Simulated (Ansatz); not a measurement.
# BSiH2F (SMILES B[Si]F): the vertical electron affinity, rung by rung

The species is BSiH2F (5 atoms), meant as a triplet with charge 0. As SMILES, `B[Si]F`. The shape is that of a GFN2-xTB optimisation.

```csv
atom,x (Å),y (Å),z (Å)
B,0.2349,0.6857,-0.1241
Si,-0.8900,-0.8075,-0.2937
F,-0.5199,-2.1761,0.5589
H,-0.0003,1.6671,-0.7177
H,1.1753,0.6308,0.5765
```

Each level gives the vertical electron affinity (to the doublet anion) (eV). The values are calculated.

The electron affinity is E(neutral) − E(anion): positive where the electron is bound.

| level | kind | program | value (eV) | less CCSDT/STO-3G | CPU time (all runs) |
| --- | --- | --- | --- | --- | --- |
| UHF/STO-3G | Hartree–Fock | Ansatz | -4.35 | +0.16 | 0.45 s |
| USVWN5/STO-3G | LDA | Ansatz | -3.58 | +0.93 | 4.1 s |
| UBLYP/STO-3G | GGA | Ansatz | -3.68 | +0.83 | 4.6 s |
| U-r2SCAN/STO-3G | meta-GGA | Ansatz | -3.52 | +0.99 | 13 s |
| UB3LYP/STO-3G | global hybrid | Ansatz | -3.35 | +1.16 | 5.4 s |
| U-wB97M-V/STO-3G | range-separated hybrid | Ansatz | -3.38 | +1.13 | 63 s |
| UMP2/STO-3G | perturbation theory | Ansatz | -4.36 | +0.15 | 0.45 s |
| UCCSD/STO-3G | coupled cluster or CI | Ansatz | -4.45 | +0.06 | 0.74 s |
| UCCSDT(Q)/STO-3G | coupled cluster or CI | Ansatz | -4.52 | -0.01 | 4.3 s |
| UCCSDT/STO-3G | coupled cluster or CI | Ansatz | -4.51 | 0.00 | 3.4 s |

UCCSDT/STO-3G is the highest level here, not the true value. The values span -4.52 to -3.35 eV. All rows use very small basis sets, so even the best lies far from the true value. Negative values mean that the anion is unbound at that level; they are set by how diffuse the basis is and aren't properties of the molecule. CPU times are rough (shared hosts, several kinds of processor): they show what a rung costs within a factor of a few.
